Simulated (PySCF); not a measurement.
Compound: oxalyl dichloride, C2Cl2O2.
SMILES with atom numbers: `[O:1]=[C:2]([Cl:3])[C:4](=[O:5])[Cl:6]`

The same species was optimised twice, with GFN2-xTB and with PBE0-D3(BJ)/def2-SVP (PySCF), and the same property calculations (PySCF, gas phase) were run on both structures.

```tsv
coordinate	GFN2-xTB	PBE0-D3(BJ)/def2-SVP	change
C2–C4 (Å)	1.531	1.550	+0.019
C2–Cl3 (Å)	1.732	1.745	+0.013
C4–Cl6 (Å)	1.733	1.745	+0.012
O1=C2 (Å)	1.184	1.180	-0.004
C4=O5 (Å)	1.184	1.180	-0.004
O1–C2–C4 (°)	126.0	124.4	-1.6
C2–C4–O5 (°)	126.0	124.5	-1.5
C2–C4–Cl6 (°)	110.5	111.3	+0.8
Cl3–C2–C4 (°)	110.5	111.3	+0.8
O1–C2–Cl3 (°)	123.6	124.3	+0.7
O5–C4–Cl6 (°)	123.5	124.2	+0.7
O1–C2–C4–O5 (°)	180	180	0
```

Rotational constants: A = 4911, B = 1557, C = 1182 MHz (GFN2-xTB) against A = 4947, B = 1519, C = 1162 MHz (PBE0-D3(BJ)/def2-SVP). Point groups within 0.08 Å: C2h and C2h.

On the GFN2-xTB structure: HOMO (eV) -9.07 [PBE0/pcSseg-1]; LUMO (eV) -3.69 [PBE0/pcSseg-1]; GIAO shielding of O1/O5 (mean) (ppm) -288.2 [PBE0/pcSseg-1]; GIAO shielding of C2/C4 (mean) (ppm) 17.3 [PBE0/pcSseg-1]; GIAO shielding of Cl3/Cl6 (mean) (ppm) 507.9 [PBE0/pcSseg-1].

Question: What do these properties become on the PBE0-D3(BJ)/def2-SVP structure?

Answer: 
```tsv
property	level	on GFN2-xTB	on PBE0-D3(BJ)/def2-SVP	change
HOMO (eV)	PBE0/pcSseg-1	-9.07	-9.07	0.00
LUMO (eV)	PBE0/pcSseg-1	-3.69	-3.60	+0.09
energy, GFN2-xTB geometry as zero (kcal/mol)	PBE0/pcSseg-1	0.0	-0.6	-0.6
GIAO shielding of O1/O5 (mean) (ppm)	PBE0/pcSseg-1	-288.2	-280.7	+7.5
GIAO shielding of C2/C4 (mean) (ppm)	PBE0/pcSseg-1	17.3	16.8	-0.5
GIAO shielding of Cl3/Cl6 (mean) (ppm)	PBE0/pcSseg-1	507.9	506.7	-1.2
```

The heavy atoms differ by 0.018 Å rms after alignment. Among bonds between heavy atoms C2–C4 changes most (+0.019 Å). Changes are differences of the printed values. Neither structure is proved a minimum here.

Conformer computed: `[O:1]=[C:2]([Cl:3])[C:4](=[O:5])[Cl:6]`: O1–C2–C4–O5 180°.
